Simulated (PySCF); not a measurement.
methyl formate (C2H4O2), SMILES COC=O. Atoms are numbered in the order given.

```xyz
8

C     -0.4020     1.3654     0.0000
O      0.7320     0.4839     0.0000
C      0.4370    -0.8317     0.0000
O     -0.6760    -1.3067     0.0000
H     -1.0305     1.1992    -0.8982
H      0.0064     2.3913     0.0000
H     -1.0305     1.1992     0.8982
H      1.3963    -1.4103     0.0000
```
Charge 0, spin multiplicity 1.

Geometry optimised at PBE-D3(BJ)/def2-SVP. One conformer was computed; it need not be the lowest.

Calculation: PBE-D3(BJ)/def2-SVP (PySCF).

Frequencies are harmonic and unscaled.

```csv
mode,ν (cm⁻¹),IR (km/mol),moving atoms (share of kinetic energy)
1,98,0.2,H 93 %
2,290,12.9,"O 46 %, C 33 %, H 21 %"
3,353,21.2,"H 39 %, O 35 %, C 26 %"
4,762,8.3,"O 64 %, C 21 %, H 15 %"
5,935,18.5,"C 60 %, O 27 %, H 13 %"
6,987,0.0,"H 57 %, C 37 %"
7,1127,0.4,"H 76 %, C 19 %"
8,1138,39.7,"H 55 %, C 34 %, O 11 %"
9,1197,229.4,"O 46 %, C 37 %, H 17 %"
10,1344,0.9,"H 87 %, O 9 %"
11,1399,6.3,"H 84 %, C 11 %"
12,1404,10.1,H 97 %
13,1420,11.4,H 96 %
14,1795,249.0,"C 59 %, O 37 %"
15,2949,72.0,"H 92 %, C 8 %"
16,2978,17.1,H 97 %
17,3067,14.2,"H 90 %, C 10 %"
18,3114,8.0,"H 90 %, C 10 %"
```
